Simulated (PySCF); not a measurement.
Species: C4H4F2.
Cartesian coordinates in Å at the GFN2-xTB level; atoms count from 1:
```xyz
10
C4H4F2 angstrom
F     -1.1928    0.1648   -1.5051
C     -1.2429   -0.2961   -0.2173
C      0.1117   -0.1207    0.4414
F      0.0308   -0.5988    1.7484
C      1.0569    0.9801    0.1592
C      1.4129   -0.2104   -0.2542
H     -1.5254   -1.3544   -0.2541
H     -2.0116    0.2788    0.3114
H      1.2565    2.0167    0.2728
H      2.1128   -0.8553   -0.7249
```

The closed-shell ground state was solved at several levels (PySCF, density fitting, gas phase, non-relativistic).

| level | basis functions | total energy (Eh) | HOMO (eV) | LUMO (eV) | gap (eV) | dipole (D) |
| --- | --- | --- | --- | --- | --- | --- |
| PBE0/pcSseg-1 | 122 | -354.0094 | -8.35 | -0.39 | 7.96 | 0.85 |
| CAM-B3LYP/def2-SVPD | 158 | -354.0426 | -9.89 | 0.62 | 10.51 | 1.00 |

**Question.** Estimate the row for B3LYP/pcJ-1, a basis of 202 functions; the other rows only guide the guess.

**Answer.** Total energy -354.4246 Eh, HOMO -8.11 eV, LUMO -0.64 eV, gap 7.47 eV, dipole 0.86 D.

**Question.** Over all these levels, which gives the widest orbital gap and which the narrowest?

**Answer.** CAM-B3LYP/def2-SVPD (range-separated hybrid) has the widest, 10.51 eV, and B3LYP/pcJ-1 (global hybrid, 20 % exact exchange) the narrowest, 7.47 eV. Functional and basis both differ between the two, so the spread mixes both effects.

**Question.** How far do the dipole and the HOMO energy spread over the levels?

**Answer.** The dipole runs from 0.85 to 1.00 D (mean 0.90 D) and the HOMO from -9.89 to -8.11 eV.

One conformer stands for the species.
